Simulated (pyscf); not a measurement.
This saddle point was located with ωB97X-D3(BJ)/def2-SVP in PySCF.

```xyz
14

C     -0.6388     0.7504     0.5898
N     -0.8933    -1.0429     0.2530
C     -0.5395    -1.2894    -1.1315
H     -1.4124     1.0224    -0.1300
H     -0.9127     0.6243     1.6381
H      0.4081     0.7038     0.2786
H     -0.1530    -1.4510     0.8342
H     -1.2682    -0.7975    -1.7989
H      0.4735    -0.9494    -1.4374
H     -0.5945    -2.3741    -1.3376
C     -0.3143     2.6626     0.9247
H     -1.2709     3.0607     1.2861
H      0.4790     2.7116     1.6818
H     -0.0105     3.0955    -0.0371
```
Charge 0, spin multiplicity 2.

Surface: doublet, charge 0. Lowest wavenumbers (cm⁻¹): 1329i, 115, 164, 189, 253.

Task: What reaction is this the transition state of?

Result: H₃C–NH–CH₃ + CH₃• ⇌ H₃C–CH₃ + H₃C–NH•, a substitution at C read from left to right: C–N broken and C–C formed. At ωB97M-D3(BJ)/def2-TZVP it lies +45.2 kcal/mol from the left side and +55.6 kcal/mol from the right (each side as separated species at their lowest minima found). From the product side, H₂C=NH + H• + H₃C–CH₃ lies, by one bond made or cut, 19.5 kcal/mol under this saddle at ωB97M-D3(BJ). H₃C–NH–CH₃ lies 7.8 kcal/mol over its isomer H₃C–CH₂–NH₂, and others may lie lower still (electronic energy, ωB97M-D3(BJ)). H₃C–NH• lies 7.3 kcal/mol over its isomer •H₂C–NH₂, and others may lie lower still (electronic energy, ωB97M-D3(BJ)). One saddle was located; it need not be the lowest between these sides. The angle at the attacked C is 178°.
